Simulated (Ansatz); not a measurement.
# SiH₂F (doublet): wave-function methods side by side at a displaced geometry (v2), cc-pVDZ

An exercise on one series of results from a longer session: the logs are not shown, and one member is left open.

Computed with Ansatz 0.2.0, Gaussian basis. Level: cc-pVDZ, core rule «outside noble gas», up to 6 orbitals frozen.

Plan: UHF; CCSD(T) on ROHF; CCSD(T) on UHF; BCCD(T) on ROHF; CISD as a restricted active space (open shells left free, so some higher excitations enter); CCSDT(Q) on ROHF; CCSDT(Q) on UHF.

36 further runs of the same task are left out: 13 for a known fault of the program, 8 that didn't finish, 15 set aside as unsound or not needed. Runs told in other sessions of the task aren't counted.

## What is computed

The geometry is a PBE0/def2-TZVP stationary point (not a proven minimum) with its atoms shifted at random (size 0.100 Å).

4 atoms, charge 0, spin multiplicity 2.

Atoms are counted from 1 here; the program's logs count them from 0.

Bond lengths: Si1–F2 1.596 Å, Si1–H3 1.446 Å, Si1–H4 1.544 Å. Angles: F2–Si1–H3 115.1°, F2–Si1–H4 115.0°, H3–Si1–H4 129.0°.

The first run:

in.yaml

```yaml
crystal:
  periodic: [false, false, false]
  atoms:
    - {symbol: Si, position_ang: [0.065713, -0.001118, 0.588067]}
    - {symbol: F, position_ang: [-0.099161, 0.007256, -0.999760]}
    - {symbol: H, position_ang: [-0.022541, 1.296226, 1.219979]}
    - {symbol: H, position_ang: [0.060568, -1.401832, 1.238193]}
basis:
  gaussian: {orbitals: cc-pVDZ}
magnetization: {spin_polarized: true, initial_magnetization: 1}
hamiltonian: {xc: hf}
output: {orbitals: {seedname: orbitals}}
```

The run is started by

```
$ ansatz run in.yaml --threads 1 --pin off --events-out ev --progress --plain --max-ram 2393MiB
```

Among the steps run: UHF; CCSD(T) on ROHF; CCSD(T) on UHF; BCCD(T) on ROHF; CISD as a restricted active space (open shells left free, so some higher excitations enter); CCSDT(Q) on ROHF; CCSDT(Q) on UHF.

One of the session's tables, all rows but one given; the rest of the session is left out.

```
   method  from UCCSDT(Q) (meV)
     ROHF               +8337.0
      UHF               +8244.8
     RMP2                +760.8
     UMP2                +754.9
     CISD                +760.0
    RCCSD                +174.5
    UCCSD                +172.5
 RCCSD(T)                 +32.3
 UCCSD(T)                 +32.2
  BCCD(T)                 +29.0
   RCCSDT                     ?
   UCCSDT                 +14.7
RCCSDT(Q)                  +1.8
UCCSDT(Q)                     0
```

Estimate the missing values for RCCSDT.

As computed: from UCCSDT(Q) (meV): +15.0. In the column «from UCCSDT(Q) (meV)» it lies between UCCSDT (+14.7) and BCCD(T) (+29.0).

Limits of these values: Restricted and unrestricted rows rest on different reference determinants; a gap between their highest levels can come from leftover correlation error, from unlike frozen cores or from another state.
